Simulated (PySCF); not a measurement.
**Electric properties by functional and basis**

Species: cyanoformaldehyde, C2HNO.
InChI=1S/C2HNO/c3-1-2-4/h2H

PySCF, dipoles from the SCF density, polarisabilities from static response with core orbitals frozen. Geometry: PBE0-D3(BJ)/def2-SVP; no solvent, vibrations or thermal averaging.

Compare the levels for these properties.

```json
{"level": "LDA/def2-SVPD", "μ (D)": "2.392", "α (Å³)": "4.79", "anisotropy (Å³)": "3.33"}
{"level": "PBE/def2-SVPD", "μ (D)": "2.330", "α (Å³)": "4.76", "anisotropy (Å³)": "3.35"}
{"level": "B3LYP/def2-SVPD", "μ (D)": "2.460", "α (Å³)": "4.65", "anisotropy (Å³)": "3.19"}
{"level": "PBE0/def2-SVPD", "μ (D)": "2.467", "α (Å³)": "4.59", "anisotropy (Å³)": "3.14"}
{"level": "BHandHLYP/def2-SVPD", "μ (D)": "2.603", "α (Å³)": "4.49", "anisotropy (Å³)": "3.01"}
{"level": "CAM-B3LYP/def2-SVPD", "μ (D)": "2.543", "α (Å³)": "4.58", "anisotropy (Å³)": "3.06"}
{"level": "wB97X-D/def2-SVPD", "μ (D)": "2.535", "α (Å³)": "4.61", "anisotropy (Å³)": "3.07"}
{"level": "LC-wPBE/def2-SVPD", "μ (D)": "2.570", "α (Å³)": "4.47", "anisotropy (Å³)": "2.94"}
{"level": "HF/def2-SVPD", "μ (D)": "2.784", "α (Å³)": "4.37", "anisotropy (Å³)": "2.86"}
```

The anisotropy is √(½[(α1 − α2)² + (α2 − α3)² + (α3 − α1)²]). The dipole runs from 2.33 D (PBE/def2-SVPD) to 2.78 D (HF/def2-SVPD). In one basis (def2-SVPD) the functionals order the polarisability from HF (lowest) to LDA (highest), a spread of 9%.
